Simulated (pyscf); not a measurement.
Optimised with ωB97X-D3(BJ)/def2-SVP in PySCF.

Problem. For the elementary gas-phase step HO–PH• → O=P• + hydrogen (H₂) (doublet surface; H–O, H–P broken, H–H formed), what barrier and reaction energy does ωB97M-D3(BJ)/def2-TZVP give, measured from the reactant's lowest minimum found?

Solution. ΔE‡ = 63.6 kcal/mol, ΔE = +22.5 kcal/mol. Zero-point energy shifts the barrier by -3.8 kcal/mol. It is an elimination, with an imaginary mode of 1998i cm⁻¹. At the saddle there is also a short H–P contact that neither side keeps. The same reactants have a lower exit, to •O–PH₂ (barrier +50.3 kcal/mol at ωB97M-D3(BJ)/def2-TZVP, against +63.6 kcal/mol here). One saddle was located; it need not be the lowest between these sides. The term symbol of open-shell O=P• was not checked; spin-orbit terms are left out.
